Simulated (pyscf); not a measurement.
•H₂Si–Si(SiH₃)(SiH₃)–Cl + CH₄ -> H₃Si–Si(SiH₃)(SiH₃)–Cl + CH₃• (hydrogen abstraction; doublet surface; C–H broken, H–Si formed). Optimised with ωB97X-D3(BJ)/def2-SVP in PySCF. Energies in eV from the separated reactants.

| level | barrier | reaction energy |
|---|---|---|
| ωB97X-D3(BJ)/def2-TZVP | (withheld) | (withheld) |
| r²SCAN/def2-TZVP | 1.02 | +0.84 |
| PBE0-D3(BJ)/def2-TZVP | 1.03 | +0.92 |
| M06-2X/def2-TZVP | 1.21 | +0.95 |
| ωB97M-D3(BJ)/def2-TZVP | (withheld) | +0.84 |
| HF/def2-TZVP | 1.37 | +0.51 |

What belongs in the gaps?


- ωB97X-D3(BJ)/def2-TZVP, barrier: 1.07
- ωB97X-D3(BJ)/def2-TZVP, reaction energy: +0.85
- ωB97M-D3(BJ)/def2-TZVP, barrier: 1.10

The functionals in the table span 0.19 eV in this barrier, from r²SCAN to M06-2X. •H₂Si–Si(SiH₃)(SiH₃)–Cl lies 0.27 eV over its isomer H₃Si–Si•(SiH₃)–SiH₂–Cl (electronic energy, ωB97M-D3(BJ)/def2-TZVP). This is the saddle that the search found; another between the same sides may lie lower. The angle at the transferred H is 164°.
